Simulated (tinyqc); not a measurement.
Worked calculation: extended Hueckel theory, for LiF. One step of it, computed by the program tinyqc.

Question. Wolfsberg-Helmholz matrix. H_ij = K' S_ij (H_ii + H_jj)/2 for i != j (the diagonal keeps H_ii), with K' = 1.75.

overlap S:
```
            1Li 2s   1Li 2px   1Li 2py    1Li 2pz     2F 2s    2F 2px    2F 2py     2F 2pz
1Li 2s    1.000000  0.000000  0.000000   0.000000  0.301094  0.000000  0.000000  -0.063421
1Li 2px   0.000000  1.000000  0.000000   0.000000  0.000000  0.165846  0.000000   0.000000
1Li 2py   0.000000  0.000000  1.000000   0.000000  0.000000  0.000000  0.165846   0.000000
1Li 2pz   0.000000  0.000000  0.000000   1.000000  0.434246  0.000000  0.000000  -0.045372
2F 2s     0.301094  0.000000  0.000000   0.434246  1.000000  0.000000  0.000000   0.000000
2F 2px    0.000000  0.165846  0.000000   0.000000  0.000000  1.000000  0.000000   0.000000
2F 2py    0.000000  0.000000  0.165846   0.000000  0.000000  0.000000  1.000000   0.000000
2F 2pz   -0.063421  0.000000  0.000000  -0.045372  0.000000  0.000000  0.000000   1.000000
```

diagonal H_ii (eV): 1Li 2s -5.400000, 1Li 2px -3.500000, 1Li 2py -3.500000, 1Li 2pz -3.500000, 2F 2s -40.000000, 2F 2px -18.100000, 2F 2py -18.100000, 2F 2pz -18.100000

K = 1.750000

Give: H.

Answer.

H (eV):
```
           1Li 2s  1Li 2px  1Li 2py   1Li 2pz     2F 2s    2F 2px    2F 2py    2F 2pz
1Li 2s    -5.4000   0.0000   0.0000    0.0000  -11.9609    0.0000    0.0000    1.3041
1Li 2px    0.0000  -3.5000   0.0000    0.0000    0.0000   -3.1345    0.0000    0.0000
1Li 2py    0.0000   0.0000  -3.5000    0.0000    0.0000    0.0000   -3.1345    0.0000
1Li 2pz    0.0000   0.0000   0.0000   -3.5000  -16.5285    0.0000    0.0000    0.8575
2F 2s    -11.9609   0.0000   0.0000  -16.5285  -40.0000    0.0000    0.0000    0.0000
2F 2px     0.0000  -3.1345   0.0000    0.0000    0.0000  -18.1000    0.0000    0.0000
2F 2py     0.0000   0.0000  -3.1345    0.0000    0.0000    0.0000  -18.1000    0.0000
2F 2pz     1.3041   0.0000   0.0000    0.8575    0.0000    0.0000    0.0000  -18.1000
```
